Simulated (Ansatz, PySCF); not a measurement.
Dissociation curve of SMILES C=CCl (C2H3Cl). The C2–Cl6 bond (C2 also carries C, H; Cl6 carries nothing else) is pulled apart rigidly from the PBE0/def2-TZVP optimised geometry. Each curve is given relative to its own lowest point near equilibrium.

```csv
R / Å,A,B,C
1.28,567.1,590.2,739.2
1.39,258.9,269.8,363.4
1.44,171.6,178.6,252.6
1.53,70.3,72.6,118.3
1.64,12.8,12.7,33.0
1.67,5.7,5.5,20.3
1.72,0.0,0.0,6.6
1.78,0.9,1.8,0.0
1.86,11.8,14.7,3.7
1.88,15.8,19.3,6.4
2.00,46.8,54.8,32.2
2.15,94.9,109.5,79.4
2.29,142.0,163.2,129.9
2.55,223.6,256.7,225.2
2.81,291.2,334.0,311.8
3.04,338.4,—,377.9
3.44,396.6,—,469.9
3.74,425.2,—,523.0
4.21,453.2,—,585.9
4.58,466.1,—,622.1
5.11,476.7,—,658.4
6.04,484.5,—,694.9
```

Energies in kJ/mol.

### Question
Assign the columns to these levels of theory: Ansatz (a program for electronic structure) with CCSD on RHF/cc-pVTZ, frozen core; restricted Hartree-Fock/LANL2DZ, with its core potentials past Ne in PySCF; restricted PBE/cc-pVTZ (Ansatz).

### Answer
A is RKS-PBE; B is RCCSD; C is RHF/LANL2DZ.

A dash means that the run gave no value there, or that the column was ended at a point which the program doubted or which failed a test of continuity chosen for this set; such a test can also cut sound points.

The restricted form behind RKS-PBE, RHF/LANL2DZ keeps the bonding electrons paired and can't separate into open-shell fragments. The T1 diagnostic of CCSD on the restricted reference of RCCSD exceeds 0.045 at 3.04 to 6.04 Å.
